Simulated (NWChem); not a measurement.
Program: NWChem. System: ClNa, charge 0, spin multiplicity 1, at a geometry optimised with B3LYP/def2-SVP. The structure started from a generated list of species. Level: CCSD(T)/3-21G, 6 core orbitals frozen.

The NWChem input:

```
start mol
memory heap 100 mb stack 700 mb global 1900 mb
geometry units angstroms nocenter noautoz
  Na     0.000000     0.000000    -1.420937
  Cl     0.000000     0.000000     0.919430
  symmetry group C2v
end
basis spherical
  * library 3-21g
end
scf
  rhf
  nopen 0
  maxiter 100
  thresh 1e-7
  semidirect memsize 60000000 filesize 0
end
ccsd
  freeze core 6
  maxiter 60
end
task ccsd(t) energy
```

Output (cleaned and shortened):

```
             Northwest Computational Chemistry Package (NWChem) 7.3.0
             --------------------------------------------------------

                                NWChem Input Module
                                -------------------

 Scaling coordinates for geometry "geometry" by  1.889725989
 (inverse scale =  0.529177249)

 Turning off AUTOSYM since
 SYMMETRY directive was detected!

                             Geometry "geometry" -> ""
                             -------------------------

 Output coordinates in angstroms (scale by  1.889725989 to convert to a.u.)

  No.       Tag          Charge          X              Y              Z
 ---- ---------------- ---------- -------------- -------------- --------------
    1 Na                  11.0000     0.00000000     0.00000000    -1.42093700
    2 Cl                  17.0000     0.00000000     0.00000000     0.91943000

 Effective nuclear repulsion energy (a.u.)      42.2823196375

            Nuclear Dipole moment (a.u.)
            ----------------------------
        X                 Y               Z
 ---------------- ---------------- ----------------
     0.0000000000     0.0000000000     0.0000056692

      Symmetry information
      --------------------

 Group name             C2v
 Group number             16
 Group order               4
 No. of unique centers     2

      Symmetry unique atoms

     1    2


 Summary of "ao basis" -> "" (spherical)
 ------------------------------------------------------------------------------
       Tag                 Description            Shells   Functions and Types
 ---------------- ------------------------------  ------  ---------------------
 *                           3-21g                    on all atoms

 Summary of "ao basis" -> "ao basis" (spherical)
 ------------------------------------------------------------------------------
       Tag                 Description            Shells   Functions and Types
 ---------------- ------------------------------  ------  ---------------------
 Na                          3-21g                   7       13   4s3p
 Cl                          3-21g                   7       13   4s3p

                                 NWChem SCF Module
                                 -----------------

  ao basis        = "ao basis"
  functions       =    26
  atoms           =     2
  closed shells   =    14
  open shells     =     0
  charge          =   0.00
  wavefunction    = RHF
  use symmetry    = T
  symmetry adapt  = T

 Summary of "ao basis" -> "ao basis" (spherical)
 ------------------------------------------------------------------------------
       Tag                 Description            Shells   Functions and Types
 ---------------- ------------------------------  ------  ---------------------
 Na                          3-21g                   7       13   4s3p
 Cl                          3-21g                   7       13   4s3p

      Symmetry analysis of basis
      --------------------------

        a1         14
        a2          0
        b1          6
        b2          6

 Forming initial guess at       0.0s

      Superposition of Atomic Density Guess
      -------------------------------------

 Sum of atomic energies:        -618.13829678

      Non-variational initial energy
      ------------------------------

 Total energy =    -618.025729
 1-e energy   =    -943.379881
 2-e energy   =     283.071833
 HOMO         =      -0.450719
 LUMO         =      -0.049096

      Symmetry analysis of molecular orbitals - initial
      -------------------------------------------------

 !! scf_movecs_sym_adapt:   12 vectors were symmetry contaminated

  Symmetry fudging

 !! scf_movecs_sym_adapt:   12 vectors were symmetry contaminated

  Numbering of irreducible representations:

     1 a1          2 a2          3 b1          4 b2

  Orbital symmetries:

     1 a1          2 a1          3 a1          4 a1          5 b2
     6 b1          7 a1          8 a1          9 b1         10 b2
    11 a1         12 a1         13 b2         14 b1         15 a1
    16 b1         17 b2         18 a1         19 a1         20 b1
    21 b2         22 a1         23 a1         24 b2

 Starting SCF solution at       0.0s

 ----------------------------------------------
         Quadratically convergent ROHF

 Convergence threshold     :          1.000E-07
 Maximum no. of iterations :          100
 Final Fock-matrix accuracy:          1.000E-09
 ----------------------------------------------

              iter       energy          gnorm     gmax       time
             ----- ------------------- --------- --------- --------
                 1     -618.2161080986  5.39D-01  2.50D-01      0.0
                 2     -618.2418451052  7.03D-02  2.85D-02      0.0
                 3     -618.2423392862  3.19D-03  1.81D-03      0.0
                 4     -618.2423402604  1.63D-06  6.31D-07      0.0
                 5     -618.2423402604  4.53D-09  2.24D-09      0.0

       Final RHF  results
       ------------------

         Total SCF energy =   -618.242340260404
      One-electron energy =   -946.188137015016
      Two-electron energy =    285.663477117160
 Nuclear repulsion energy =     42.282319637452

        Time for solution =      0.0s

       Symmetry analysis of molecular orbitals - final
       -----------------------------------------------

  Numbering of irreducible representations:

     1 a1          2 a2          3 b1          4 b2

  Orbital symmetries:

     1 a1          2 a1          3 a1          4 a1          5 b2
     6 b1          7 a1          8 a1          9 b1         10 b2
[...]
   Bfn.  Coefficient  Atom+Function         Bfn.  Coefficient  Atom+Function
  ----- ------------  ---------------      ----- ------------  ---------------
    11      1.091741  1 Na px                24     -0.181210  2 Cl px

 Vector   17  Occ=0.000000D+00  E= 4.141051D-02  Symmetry=b2
              MO Center= -7.1D-44, -2.0D-14, -1.5D+00, r^2= 1.5D+01
   Bfn.  Coefficient  Atom+Function         Bfn.  Coefficient  Atom+Function
  ----- ------------  ---------------      ----- ------------  ---------------
    12      1.091741  1 Na py                25     -0.181210  2 Cl py

 center of mass
 --------------
 x =   0.00000000 y =   0.00000000 z =  -0.01681255

 moments of inertia (a.u.)
 ------------------
         271.308802984385           0.000000000000           0.000000000000
           0.000000000000         271.308802984385           0.000000000000
           0.000000000000           0.000000000000           0.000000000000

  Mulliken analysis of the total density
  --------------------------------------

    Atom       Charge   Shell Charges
 -----------   ------   -------------------------------------------------------
    1 Na  11    10.21   2.00  2.00  5.95  0.12  0.16 -0.02  0.01
    2 Cl  17    17.79   2.00  1.96  5.91  1.07  2.97  0.98  2.91

       Multipole analysis of the density wrt the origin
       ------------------------------------------------

     L   x y z        total         open         nuclear
     -   - - -        -----         ----         -------
     0   0 0 0     -0.000000      0.000000     28.000000

     1   1 0 0     -0.000000      0.000000      0.000000
     1   0 1 0      0.000000      0.000000      0.000000
     1   0 0 1     -3.882445      0.000000      0.000006

     2   2 0 0    -14.231594      0.000000      0.000000
     2   1 1 0      0.000000      0.000000      0.000000
     2   1 0 1     -0.000000      0.000000      0.000000
     2   0 2 0    -14.231594      0.000000      0.000000
     2   0 1 1     -0.000000      0.000000      0.000000
     2   0 0 2     -9.116916      0.000000    130.631880

                   Four-Index Transformation
                   -------------------------
          Number of basis functions:             26
          Number of shells:                      14
          Number of occupied orbitals:           14
          Number of occ. correlated orbitals:     8
          Block length:                          16
          Superscript MO index range:      7 -   14
          Subscript MO index range:        7 -   26
          MO coefficients read from:  ./mol.movecs
          Number of operator matrices in core:   72
          Half-transformed integrals produced

     Pass:    1     Index range:    7  -   14     Time:      0.04
 ------------------------------------------
 MP2 Energy (coupled cluster initial guess)
 ------------------------------------------
 Reference energy:           -618.242340260403807
 MP2 Corr. energy:             -0.047936028863098
 Total MP2 energy:           -618.290276289266899

 ****************************************************************************
              the segmented parallel ccsd program:    1 nodes
 ****************************************************************************

 level of theory    ccsd(t)
 number of core         6
 number of occupied     8
 number of virtual     12
 number of deleted      0
 total functions       26
 number of shells      14
 basis label          566

   ***** ccsd parameters *****
   iprt   =     0
   convi  =  0.100E-05
   maxit  =    60
   mxvec  =     5
 memory            104855252
  Using  1 OpenMP thread(s) in CCSD
  IO offset    20.000000000000000
  IO error message >End of File
  file_read_ga: failing reading from ./mol.t2
  Failed reading restart vector from ./mol.t2
  Using MP2 initial guess vector

-------------------------------------------------------------------------
 iter     correlation     delta       rms       T2     Non-T2      Main
             energy      energy      error      ampl     ampl      Block
                                                time     time      time
-------------------------------------------------------------------------
   1     -0.0521532884 -5.215D-02  2.102D-02     0.05     0.00     0.04
   2     -0.0535725860 -1.419D-03  2.331D-02     0.04     0.00     0.04
   3     -0.0539607498 -3.882D-04  1.146D-02     0.04     0.00     0.04
   4     -0.0542005415 -2.398D-04  1.402D-03     0.04     0.00     0.04
   5     -0.0542421129 -4.157D-05  2.054D-04     0.04     0.00     0.04
   6     -0.0542317006  1.041D-05  5.816D-05     0.04     0.00     0.04
   7     -0.0542263512  5.349D-06  1.803D-04     0.04     0.00     0.04
   8     -0.0542258382  5.130D-07  4.728D-05     0.04     0.00     0.04
   9     -0.0542258157  2.248D-08  2.645D-05     0.04     0.00     0.04
  10     -0.0542261193 -3.036D-07  2.997D-06     0.04     0.00     0.04
  11     -0.0542262493 -1.300D-07  2.330D-07     0.04     0.00     0.04
                  *************converged*************
-------------------------------------------------------------------------

 -----------
 CCSD Energy
 -----------
 Reference energy:            -618.242340260403807
 CCSD corr. energy:             -0.054226249348857
 Total CCSD energy:           -618.296566509752665

 --------------------------------
 Spin Component Scaled (SCS) CCSD
 --------------------------------
 Same spin contribution:                 -0.010995814657451
 Same spin scaling factor:                1.130000000000000
 Opposite spin contribution:             -0.043230434691406
 Opposite spin scaling fact.:             1.270000000000000
 SCS-CCSD correlation energy:            -0.067327922621005
 Total SCS-CCSD energy:                -618.309668183024769
 memory            104855252

*********triples calculation*********

nkpass=    1; nvpass=    1; memdrv=          11388; memtrn=         156627; memavail=      104855140
 memory available/node                      104855140
 total number of virtual orbitals        12
 number of virtuals per integral pass    12
 number of integral evaluations           1
 number of occupied per triples pass      8
 number of triples passes                 1

 commencing integral evaluation        1 at           0.53
  symmetry use  T
task         2 out of       105 done   1%  at       0.0 secs
task         6 out of       105 done   5%  at       0.0 secs
task        11 out of       105 done  10%  at       0.0 secs
task        16 out of       105 done  15%  at       0.0 secs
task        21 out of       105 done  20%  at       0.0 secs
task        27 out of       105 done  25%  at       0.0 secs
task        32 out of       105 done  30%  at       0.0 secs
task        37 out of       105 done  35%  at       0.0 secs
task        42 out of       105 done  40%  at       0.0 secs
task        48 out of       105 done  45%  at       0.0 secs
task        53 out of       105 done  50%  at       0.0 secs
task        58 out of       105 done  55%  at       0.0 secs
task        63 out of       105 done  60%  at       0.0 secs
task        69 out of       105 done  65%  at       0.0 secs
task        74 out of       105 done  70%  at       0.0 secs
task        79 out of       105 done  75%  at       0.0 secs
task        84 out of       105 done  80%  at       0.0 secs
task        90 out of       105 done  85%  at       0.0 secs
task        95 out of       105 done  90%  at       0.0 secs
task       100 out of       105 done  95%  at       0.0 secs
task       105 out of       105 done 100%  at       0.0 secs
 commencing triples evaluation - blocking       1
 ccsd(t): done        1 out of       12 progress:    8.3%
 ccsd(t): done        2 out of       12 progress:   16.7%
 ccsd(t): done        3 out of       12 progress:   25.0%
 ccsd(t): done        4 out of       12 progress:   33.3%
 ccsd(t): done        5 out of       12 progress:   41.7%
 ccsd(t): done        6 out of       12 progress:   50.0%
 ccsd(t): done        7 out of       12 progress:   58.3%
 ccsd(t): done        8 out of       12 progress:   66.7%
 ccsd(t): done        9 out of       12 progress:   75.0%
 ccsd(t): done       10 out of       12 progress:   83.3%
 ccsd(t): done       11 out of       12 progress:   91.7%
 ccsd(t): done       12 out of       12 progress:  100.0%
 Time for integral evaluation pass     1        0.05
 Time for triples evaluation pass      1        0.01

 pseudo-e(mp4)  -0.67999824332125E-03
 pseudo-e(mp5)   0.20401575505966E-03
        e(t)    -0.47598248826160E-03

 --------------
 CCSD(T) Energy
 --------------
 Reference energy:                    -618.242340260403807

 CCSD corr. energy:                     -0.054226249348857
 T(CCSD) corr. energy:                  -0.000679998243321
 Total CCSD+T(CCSD) energy:           -618.297246507995965

 CCSD corr. energy:                     -0.054226249348857
 (T) corr. energy:                      -0.000475982488262
 Total CCSD(T) energy:                -618.297042492240962

 routine      calls  cpu(0)   cpu-min  cpu-ave  cpu-max   i/o
 aoccsd          1     0.00     0.00     0.00     0.00    0.00
 iterdrv         1     0.00     0.00     0.00     0.00    0.00
 pampt          11     0.00     0.00     0.00     0.00    0.00
 t2pm           11     0.01     0.01     0.01     0.01    0.00
 sxy            11     0.01     0.01     0.01     0.01    0.00
 ints       118503     0.37     0.37     0.37     0.37    0.00
 t2eri        1155     0.04     0.04     0.04     0.04    0.00
 idx2         1155     0.02     0.02     0.02     0.02    0.00
 idx34          11     0.00     0.00     0.00     0.00    0.00
 ht2pm          11     0.01     0.01     0.01     0.01    0.00
 itm            11     0.02     0.02     0.02     0.02    0.00
 pdiis          11     0.00     0.00     0.00     0.00    0.00
 triples         1     0.00     0.00     0.00     0.00    0.00
 rdtrpo          1     0.00     0.00     0.00     0.00    0.00
 trpmos          1     0.05     0.05     0.05     0.05    0.00
 trpdrv          1     0.00     0.00     0.00     0.00    0.00
 dovvv        6912     0.00     0.00     0.00     0.00    0.00
 doooo        6912     0.00     0.00     0.00     0.00    0.00
 tengy        6144     0.00     0.00     0.00     0.00    0.00
 Total                 0.54     0.54     0.54     0.54    0.00

 Task  times  cpu:        0.6s     wall:        0.6s

 Total times  cpu:        0.7s     wall:        0.7s
```
